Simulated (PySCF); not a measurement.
Gas-phase reaction: Al₂H₆ + N₂H₂ + 4 H ⇌ 2 AlH₃.NH₃

Energies from PySCF, thermal terms from the rigid-rotor harmonic-oscillator model, ideal gas at 1 bar. † marks an energy on the PBE0/def2-TZVP geometry and frequencies. Open shells (unrestricted): H (multiplicity 2); the rest are closed-shell singlets. Adducts (AlH₃.NH₃) have no counterpoise correction, and HF, PBE, BLYP, B3LYP and PBE0 lack dispersion. Al₂H₆, AlH₃.NH₃: computed as isolated molecules; such fragments, hydroxides, amides, oligomers or adducts are transient or little studied in the gas.

PBE0/def2-SVP† gives ΔH°(298 K) = -1221 kJ.

Problem. What do ωB97X-V/def2-TZVP†, PBE/def2-TZVP†, BLYP/def2-TZVP† give?

Solution. ωB97X-V/def2-TZVP†: -1231 kJ; PBE/def2-TZVP†: -1181 kJ; BLYP/def2-TZVP†: -1192 kJ. For scale, ΔH°(298 K) is -1221 kJ at this level, -1239 kJ at ωB97M-V/def2-TZVP†, and runs from -1323 to -1030 kJ over the 19 levels computed.
